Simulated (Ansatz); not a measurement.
System: hcp Re. Method: HSE06 (PAW; Ansatz, a quantum-chemistry and plane-wave program).

Run with plane-wave cutoff 500 eV, 12×12×6 k mesh (along the axes of the cell as run), Fermi–Dirac smearing 0.1 eV, no spin polarisation, scalar-relativistic PAW data made under PBE.

Computed at the level's own relaxed cell.

**Question.** Give the computed volume per atom, equilibrium lattice constant a and c axis length.

**Answer.** 
- volume per atom: 14.54 Å³/atom
- equilibrium lattice constant a: 2.747 Å
- c axis length: 4.450 Å

Measured, for comparison: lattice constant a 2.761 Å, lattice parameter c 4.458 Å (293 K, not corrected to a static lattice; as tabulated in Wikipedia's data pages). Computed (rounded) less measured: lattice constant a -0.5 %, lattice parameter c -0.2 %. A static lattice is as a rule a little smaller and stiffer than an uncorrected measurement, which narrows the difference in the lattice constant a and would widen misses of the other sign.

Note: exact exchange on metals is sensitive to the k mesh and can open a false gap; the run warned that the count of filled bands differs between k points.

Spin–orbit coupling is not included.

Computed values are for the static lattice.

It cost around 13 core-minutes (rough) of CPU time.
